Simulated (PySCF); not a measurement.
F₂, SMILES FF. Coordinates come from a B3LYP-D3(BJ)/def2-TZVPD optimisation.

TDDFT-M06-2X/def2-TZVPD (PySCF) puts the lowest singlet excitations at 4.32, 4.32, 8.35, 8.35, 12.90, 12.90 eV and the lowest triplet (TDA) at 3.26 eV.

Task: What are the lowest singlet roots from EOM-CCSD/aug-cc-pVDZ (PySCF)? (An estimate is asked for; the answer gives what the named calculation found.)

Result: 4.83, 4.83, 8.13, 8.13, 13.47, 13.47 eV; triplets 3.51, 3.51, 7.41 eV. S1 differs by 0.51 eV (second minus first; roots are paired by order, and the bases may differ).
